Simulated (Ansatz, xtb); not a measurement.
**Relative energy of two isomers of C5H8S**

Structure X is `C=C(C)/C=C/S`, a singlet and structure Y is `C/C=C/C=C\S`, a singlet. Both are isolated molecules in the gas phase, relaxed with PBE0-D3(BJ)/def2-SVP; the shapes shown needn't be the lowest conformers.

X (Å):

```yaml
atoms:
  - { symbol: C, position_ang: [0.5140, 1.7447, -1.2521] }
  - { symbol: C, position_ang: [-0.5819, 0.9635, -1.2863] }
  - { symbol: C, position_ang: [-1.9303, 1.5211, -1.6369] }
  - { symbol: C, position_ang: [-0.4707, -0.4590, -0.9777] }
  - { symbol: C, position_ang: [-1.4957, -1.3306, -0.9807] }
  - { symbol: S, position_ang: [-1.3037, -3.0312, -0.5976] }
  - { symbol: H, position_ang: [0.4602, 2.8124, -1.4783] }
  - { symbol: H, position_ang: [1.4946, 1.3346, -0.9959] }
  - { symbol: H, position_ang: [-2.3485, 1.0215, -2.5261] }
  - { symbol: H, position_ang: [-1.8727, 2.5974, -1.8469] }
  - { symbol: H, position_ang: [-2.6487, 1.3716, -0.8142] }
  - { symbol: H, position_ang: [0.5334, -0.8202, -0.7278] }
  - { symbol: H, position_ang: [-2.5109, -1.0083, -1.2251] }
  - { symbol: H, position_ang: [-2.5946, -3.3773, -0.7711] }
```

Y (Å):

```yaml
atoms:
  - { symbol: C, position_ang: [-1.1200, 1.9934, -3.0151] }
  - { symbol: C, position_ang: [-0.4499, 1.1247, -2.0085] }
  - { symbol: C, position_ang: [-1.0687, 0.2236, -1.2243] }
  - { symbol: C, position_ang: [-0.3910, -0.6084, -0.2541] }
  - { symbol: C, position_ang: [-0.9353, -1.5227, 0.5751] }
  - { symbol: S, position_ang: [-2.5983, -2.0229, 0.7831] }
  - { symbol: H, position_ang: [-0.9612, 3.0621, -2.7902] }
  - { symbol: H, position_ang: [-2.2041, 1.8112, -3.0544] }
  - { symbol: H, position_ang: [-0.7084, 1.8270, -4.0254] }
  - { symbol: H, position_ang: [0.6374, 1.2379, -1.9062] }
  - { symbol: H, position_ang: [-2.1552, 0.1137, -1.3308] }
  - { symbol: H, position_ang: [0.6946, -0.4814, -0.1830] }
  - { symbol: H, position_ang: [-0.2836, -2.0782, 1.2562] }
  - { symbol: H, position_ang: [-3.1681, -1.1993, -0.1207] }
```

Task: Estimate E(Y) − E(X) at the level CCSD(T)/def2-SVP + ΔMP2/def2-TZVPP.

Result: CCSD(T)/def2-SVP + ΔMP2/def2-TZVPP gives E(Y) − E(X) = +0.042 eV, slightly favouring structure X, which is too small a margin to settle the true order.

The same difference at several levels:

| level | geometry | E(Y) − E(X) (eV) | departure from the last row (eV) | job, with rough time for the two |
| --- | --- | --- | --- | --- |
| GFN2-xTB | GFN2-xTB | −0.051 | −0.093 | optimisation, 0.13 s |
| HF/STO-3G | GFN2-xTB | −0.013 | −0.055 | single point, 0.4 s |
| r2SCAN-D4/def2-SVP | GFN2-xTB | −0.016 | −0.058 | single point, 5.5 s |
| PBE0-D3(BJ)/def2-SVP | PBE0-D3(BJ)/def2-SVP | −0.026 | −0.068 | optimisation, 38 s |
| HF/def2-SVP | PBE0-D3(BJ)/def2-SVP | +0.001 | −0.040 | part of the CCSD(T) run |
| MP2/def2-SVP | PBE0-D3(BJ)/def2-SVP | +0.025 | −0.017 | part of the CCSD(T) run |
| CCSD(T)/def2-SVP | PBE0-D3(BJ)/def2-SVP | +0.028 | −0.014 | single point |
| CCSD(T)/def2-SVP + ΔMP2/def2-TZVPP | PBE0-D3(BJ)/def2-SVP | +0.042 |  | single point, 81 s |

As drawn, both hold the same kinds of bond in the same numbers.

The largest departure from CCSD(T)/def2-SVP + ΔMP2/def2-TZVPP is that of GFN2-xTB, 0.093 eV. The last row adds to CCSD(T) the change of the MP2 difference between the two basis sets, here +0.014 eV.

With thermal terms from frequencies at re-optimised GFN2-xTB minima (ideal gas, soft modes damped towards free rotors, one conformer each, 298.15 K, 1 atm): the zero-point term adds +0.002 eV; ΔH is +0.043 and ΔG +0.037 eV.

The correlated steps freeze 10 core orbitals. Codes used: Ansatz 0.2.0, xtb 6.7.1; the last row on 2 threads of Arm Neoverse V2 on a shared host.
